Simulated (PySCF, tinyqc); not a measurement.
Inside a calculation. Method: CISD on RHF in the sto-3g basis, frozen core, for HF, spin multiplicity 1. The lowest restricted solution is unstable here: a spin-polarised one lies 0.0913 hartree lower (PySCF). One step of it, computed by the program tinyqc.

Problem. CISD: determinants and Hamiltonian. Slater-Condon rules over spin orbitals, with the nuclear repulsion and the energy of the frozen orbital added and E(HF) subtracted on the diagonal. Only determinants linked to the reference directly or through others are kept (one block of an abelian symmetry group), so some states are absent.

one-electron integrals dressed by the frozen orbital, h + 2 (pq|11) - (p1|1q) (hartree), lower triangle:
```
           2          3          4          5          6
2  -6.678830
3   0.000000  -6.022322
4   0.000000   0.000000  -6.022322
5   0.182448   0.000000   0.000000  -4.586533
6   0.298070   0.000000   0.000000   1.655477  -4.177755
```

energy of the frozen orbital, 2 h_11 + (11|11) = -75.30743494 hartree

Two-electron integrals over orbitals (pq|rs), unique and non-zero (hartree); the lowest 1 orbital is frozen and left out:
```
(22|22) 0.888992    (32|32) 0.193366    (33|22) 0.904946    (33|33) 0.997514
(42|42) 0.193366    (43|43) 0.053770    (44|22) 0.904946    (44|33) 0.889973
(44|44) 0.997514    (52|22) -0.038147   (52|33) -0.043297   (52|44) -0.043297
(52|52) 0.114069    (53|32) -0.015418   (53|53) 0.029774    (54|42) -0.015418
(54|54) 0.029774    (55|22) 0.636482    (55|33) 0.622828    (55|44) 0.622828
(55|52) -0.001951   (55|55) 0.615139    (62|22) -0.047904   (62|33) -0.048941
(62|44) -0.048941   (62|52) -0.091138   (62|55) -0.016678   (62|62) 0.091753
(63|32) -0.016178   (63|53) -0.025518   (63|63) 0.027251    (64|42) -0.016178
(64|54) -0.025518   (64|64) 0.027251    (65|22) -0.288238   (65|33) -0.285700
(65|44) -0.285700   (65|52) 0.053402    (65|55) -0.078377   (65|62) 0.018406
(65|65) 0.274832    (66|22) 0.602234    (66|33) 0.590387    (66|44) 0.590387
(66|52) 0.027500    (66|55) 0.610349    (66|62) -0.037091   (66|65) -0.033810
(66|66) 0.626419
```

nuclear repulsion = 2.95446334 hartree

Hartree-Fock energy = -98.37405425 hartree

Give: determinants; H - E(HF) between determinants.

Solution.

Occupation strings over the orbitals (2 doubly, a alpha, b beta, 0 empty; spin orbitals ordered 1a 1b 2a 2b ...): 222220 2222ab 2a222b 2222ba 2b222a 222202 2a22b2 222022 220222 2b22a2 202222

H - E(HF) between determinants (hartree), lower triangle:
```
         222220   2222ab   2a222b   2222ba   2b222a   222202   2a22b2   222022
222220   0.0000
2222ab   0.0000   0.2331
2a222b   0.0000  -0.0091   1.0753
2222ba   0.0000  -0.2748  -0.0184   0.2331
2b222a   0.0000  -0.0184  -0.0918  -0.0091   1.0753
222202   0.2748   0.0446  -0.0534  -0.0446   0.0534   0.4870
2a22b2  -0.0184   0.0534  -0.2544  -0.0204   0.0911   0.0385   1.3587
222022   0.0273   0.0255   0.0162  -0.0255  -0.0162   0.0298   0.0154   0.6251
220222   0.0273   0.0255   0.0162  -0.0255  -0.0162   0.0298   0.0154   0.0538
2b22a2   0.0184  -0.0204   0.0911   0.0534  -0.2544  -0.0385  -0.1141  -0.0154
202222   0.0918   0.0911   0.0108  -0.0911  -0.0108   0.1141   0.0747   0.1934

         220222   2b22a2  202222
220222   0.6251
2b22a2  -0.0154   1.3587
202222   0.1934  -0.0747  2.4615
```
